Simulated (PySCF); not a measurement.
## Working out the ionisation energy of Be

Be [He] 2s2 (1S) → Be+ [He] 2s1 (2S). All numbers are calculated (PySCF 2.14, no relativity, point nucleus, in def2-QZVPPD (7s4p2d1f, 36 functions)). Frozen: nothing. Energies in hartree (1 hartree = 27.21139 eV):

```csv
part,Be (lower),Be+ (upper)
UHF,-14.573001,-14.277429
CCSD correlation,-0.082197,-0.036672
(T),-0.000341,-0.000011
```

**Question.** What does Hartree-Fock give?

**Answer.** (-14.277429) − (-14.573001) = 0.295572 hartree = 8.043 eV.

**Question.** What do CCSD and CCSD(T) give?

**Answer.** The CCSD correlation energies differ by 0.045525 hartree = 1.239 eV and the triples by 0.000330 hartree = 0.009 eV, so CCSD gives 9.282 eV and CCSD(T) 9.291 eV.

Measured between the centres of the two terms (NIST): 9.323 eV, so CCSD(T) (valence and next inner shell) is off by -0.032 eV.

What remains against the reference includes basis incompleteness and higher excitations.
